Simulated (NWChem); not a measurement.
# fluoromethane (CH₃F); SMILES FC

Results from NWChem. The geometry was optimised at B3LYP/6-31G* (spherical d).

### Question
Taking B3LYP/cc-pVQZ as the yardstick, which of these has the fewest basis functions while keeping “dipole (D)” within 0.05 D of it: B3LYP/cc-pVTZ; B3LYP/cc-pVDZ; B3LYP/aug-cc-pVDZ; B3LYP/aug-cc-pVTZ?

### Answer
B3LYP/aug-cc-pVDZ.
```
level              basis functions  dipole (D)
-----------------  ---------------  ----------
B3LYP/cc-pVDZ                   43        1.72
B3LYP/aug-cc-pVDZ               73        1.83
B3LYP/cc-pVTZ                  102        1.78
B3LYP/aug-cc-pVTZ              161        1.83
B3LYP/cc-pVQZ                  200        1.81
```

The yardstick is one finite set, not the basis-set limit.
